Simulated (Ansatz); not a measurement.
# S₂O: a ladder of functionals and wavefunction methods

Aim: compute S₂O with functionals from several rungs and with coupled cluster. The yardstick is the atomisation energy at the CCSD(T) limit.

Computed with Ansatz 0.2.0, Gaussian basis. Level: functionals in def2-TZVPP, the program's frozen cores in correlated methods.

Levels to be run: LDA (SPW92), PBE-D4, revPBE-D4, BLYP-D4, r2SCAN-D4, B97M-V, PBE0-D4, B3LYP-D4, r2SCANh-D4, r2SCAN0-D4, HSE06-D4, BHLYP-D4, CAM-B3LYP-D4, LC-ωPBE, ωB97X-V, ωB97M-V, B2PLYP, PBE-QIDH; CCSD(T)/def2-SVP; CCSD(T)/def2-TZVPP; CCSD(T)/def2-QZVPP; extrapolation to the limit; RPA on PBE.

## 1. The geometry

All runs share one geometry, relaxed beforehand with PBE0-D4 in a triple-zeta def2 set.

SMILES `O=S=S`, 3 atoms, charge 0, spin multiplicity 1.

Atoms are counted from 1 here; the program's logs count them from 0.

Bond lengths: O1–S2 1.453 Å, S2–S3 1.880 Å. Angles: O1–S2–S3 117.8°.

Geometry (Å):

```xyz
3
charge 0, multiplicity 1
O     0.4520    1.2038    0.4933
S     0.5291   -0.2057    0.1489
S    -0.9811   -0.9981   -0.6421
```

## 2. LDA

This LDA is Slater exchange with PW92 correlation.

Contents of in.yaml:

```yaml
crystal:
  periodic: [false, false, false]
  atoms:
    - {symbol: O, position_ang: [0.452030, 1.203823, 0.493268]}
    - {symbol: S, position_ang: [0.529077, -0.205692, 0.148877]}
    - {symbol: S, position_ang: [-0.981097, -0.998131, -0.642146]}
basis:
  gaussian: {orbitals: def2-TZVPP}
hamiltonian: {xc: lda}
output: {orbitals: {seedname: orbitals}}
```

The run is started by

```sh
> ansatz run in.yaml --threads 4 --pin off --events-out ev --progress --plain --max-ram 10444MiB
```

Further steps of the session: PBE-D4 (GGA); revPBE-D4 (GGA); BLYP-D4 (GGA); r2SCAN-D4 (meta-GGA); B97M-V (meta-GGA); B3LYP-D4 (hybrid); r2SCANh-D4 (hybrid); r2SCAN0-D4 (hybrid); HSE06-D4 (hybrid); BHLYP-D4 (hybrid); CAM-B3LYP-D4 (range-separated); LC-ωPBE (range-separated); ωB97X-V (range-separated); ωB97M-V (range-separated); B2PLYP (double hybrid); PBE-QIDH (double hybrid); CCSD(T) in def2-SVP; CCSD(T) in def2-TZVPP; CCSD(T) in def2-QZVPP; RPA on PBE orbitals.

Q: Predict the results of all the runs planned. Wanted: atomisation energy, CCSD(T)/CBS; farthest beyond LDA; mean size of error, GGA; mean size of error, meta-GGA; mean size of error, hybrid; mean size of error, range-separated; mean size of error, double hybrid; gap, smallest and largest; T1 diagnostic.

The runs gave:

```
                               quantity                                     value
        atomisation energy, CCSD(T)/CBS                                  8.918 eV
    functionals within 0.045 eV (0.5 %)                         HSE06-D4, ωB97M-V
                    farthest beyond LDA                      BHLYP-D4 (-1.446 eV)
                mean size of error, GGA                                  0.631 eV
           mean size of error, meta-GGA                                  0.246 eV
             mean size of error, hybrid                                  0.399 eV
    mean size of error, range-separated                                  0.283 eV
      mean size of error, double hybrid                                  0.296 eV
              gap, smallest and largest  2.18 eV (LDA (SPW92)), 9.06 eV (LC-ωPBE)
                          T1 diagnostic                                    0.0221
triples share of the correlation energy                                     5.7 %
```

The LDA atomisation energy is off by 2.982 eV (33 %): it overbinds. PBE-D4 misses by +0.983 eV. Double hybrids carry the basis error of their MP2 part in triple zeta, and no dispersion term here, so their miss is partly the set-up's. Taken by rung, meta-GGA functionals do best (0.246 eV on average) and GGA ones worst beyond LDA (0.631 eV). The gap between the best rungs is small, so their order is not settled. RPA and LDA stand outside this count. Misses under about 0.045 eV are within the doubt on the reference itself, which lacks core-valence correlation, relativity and higher excitations. Hartree-Fock recovers 34 % of the binding; the rest is correlation. CCSD(T) in def2-SVP is off by -2.205 eV, more than most functionals: a good method in a small basis is no reference. The gap grows from 2.2 to 9.1 eV across the functionals, mostly with the share of exact exchange. T1 = 0.022 passes the customary mark of 0.02 by a little. The restricted reference is unstable towards a spin-broken one.
